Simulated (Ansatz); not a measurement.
A calculation on Cs2AgBiBr6 (Fm-3m, No. 225) returned lattice constant a 11.478 Å, cohesive energy 2.62 eV/atom.

For reference: lattice constant a 11.232 Å (measured, 298 K, copied from a table, unchecked, not corrected to a static lattice; as tabulated in Journal of the American Chemical Society 139, 5015 (2017)).

Which level of theory produced these numbers?
(A) HSE06 (Ansatz, a quantum-chemistry and plane-wave program)
(B) PBE (Ansatz)
(C) LDA (Ansatz)
(D) PBE-D3(BJ) (Ansatz)

B, PBE (Ansatz)

The others give: LDA 10.996 Å, 3.19 eV/atom; HSE06 11.417 Å, 2.58 eV/atom; PBE-D3(BJ) 11.305 Å, 2.86 eV/atom.

Unless a cell is named, each level is at its own relaxed cell (HSE06 37.20, LDA 33.24, PBE 37.80, PBE-D3(BJ) 36.12 Å³/atom).

Ansatz's density-functional and Hartree–Fock values are scalar-relativistic unless marked +SOC, with PAW data made under PBE.
